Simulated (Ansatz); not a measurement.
# CHSi (doublet): from Hartree-Fock to the top rungs at scale of all distances = 1.101, 6-31G

How much of the correlation energy of CHSi (doublet) does each wave-function method recover here?

Computed with Ansatz 0.2.0, Gaussian basis. Level: 6-31G, core rule «outside noble gas», up to 6 orbitals frozen.

To be run: UHF; CCSD(T) on ROHF; CCSD(T) on UHF; BCCD(T) on ROHF; CISD; CCSDT(Q) on ROHF; CCSDT(Q) on UHF; CISDTQ; CCSDTQ on ROHF; CASSCF and MRCISD+Q, 3 electrons in 3 orbitals; CASSCF and NEVPT2, 3 electrons in 3 orbitals; CASSCF and MRCISD+Q, 9 electrons in 9 orbitals; CASSCF and NEVPT4(SD), 9 electrons in 9 orbitals; CASSCF and NEVPT2, 9 electrons in 9 orbitals; Full CI.

26 further runs of the same task are left out: 2 for a known fault of the program, 2 for a mislabelled method, 18 that didn't finish, 4 set aside as unsound or not needed.

### 1 The system

The geometry derives from a PBE0/def2-TZVP stationary point (not a proven minimum). All distances are scaled together.

3 atoms, charge 0, spin multiplicity 2.

Atoms are counted from 1 here; the program's logs count them from 0.

Bond lengths: Si1–C2 1.901 Å, Si1–H3 1.651 Å. Angles: C2–Si1–H3 180.0°.

Coordinates:

```xyz
3
CHSi
Si    0.0000    0.0000    0.0832
C     0.0000    0.0000   -1.8174
H     0.0000    0.0000    1.7342
```

### 2 UHF

in.yaml

```yaml
crystal:
  periodic: [false, false, false]
  atoms:
    - {symbol: Si, position_ang: [0.000000, 0.000000, 0.083212]}
    - {symbol: C, position_ang: [0.000000, 0.000000, -1.817411]}
    - {symbol: H, position_ang: [0.000000, 0.000000, 1.734198]}
basis:
  gaussian: {orbitals: 6-31G}
magnetization: {spin_polarized: true, initial_magnetization: 1}
hamiltonian: {xc: hf}
output: {orbitals: {seedname: orbitals}}
```

On the command line:

```bash
> ansatz run in.yaml --threads 1 --pin off --events-out ev --progress --plain --max-ram 2393MiB
```

Further steps of the session: CCSD(T) on ROHF; CCSD(T) on UHF; BCCD(T) on ROHF; CISD; CCSDT(Q) on ROHF; CCSDT(Q) on UHF; CISDTQ; CCSDTQ on ROHF; CASSCF and MRCISD+Q, 3 electrons in 3 orbitals; CASSCF and NEVPT2, 3 electrons in 3 orbitals; CASSCF and MRCISD+Q, 9 electrons in 9 orbitals; CASSCF and NEVPT4(SD), 9 electrons in 9 orbitals; CASSCF and NEVPT2, 9 electrons in 9 orbitals; Full CI.

Before running them: what should the planned runs give, taken together? Wanted: FCI below the RHF energy; RMP2 from FCI; UMP2 from FCI; RCCSD from FCI; RCCSD(T) from FCI; UCCSD(T) from FCI; RCCSDT(Q) from FCI; UCCSDT(Q) from FCI; NEVPT2 pair from FCI.

As calculated:

| quantity | value |
| --- | --- |
| FCI below the RHF energy | -5.2421 eV |
| RMP2 from FCI | +29.34 kcal/mol |
| UMP2 from FCI | +41.70 kcal/mol |
| RCCSD from FCI | +9.10 kcal/mol |
| RCCSD(T) from FCI | +1.81 kcal/mol |
| UCCSD(T) from FCI | +1.67 kcal/mol |
| RCCSDT(Q) from FCI | +0.12 kcal/mol |
| UCCSDT(Q) from FCI | -0.03 kcal/mol |
| NEVPT2 pair from FCI | +24.90 kcal/mol |
| MRCISD+Q pair from FCI | +3.75 kcal/mol |
| NEVPT2 valence from FCI | +6.89 kcal/mol |
| levels within 1 kcal/mol (43 meV) | RCCSDT(Q), UCCSDT(Q), RCCSDTQ, NEVPT4(SD) valence, MRCISD valence, MRCISD+Q valence |
| T1 diagnostic | 0.090 |
| effectively unpaired electrons | 1.36 |

What this shows: RCCSD(T) misses by +1.81 kcal/mol, 1.5 % of the correlation energy. The occupations show some static correlation. Of the multireference levels listed MRCISD+Q valence comes nearest in total energy (+0.24 kcal/mol), which doesn't show that its space is the better one. Coupled cluster took another determinant than the lowest Hartree-Fock one. These misses are within one basis, not against nature; the frozen cores of restricted and unrestricted runs differ, which can shift their rows.
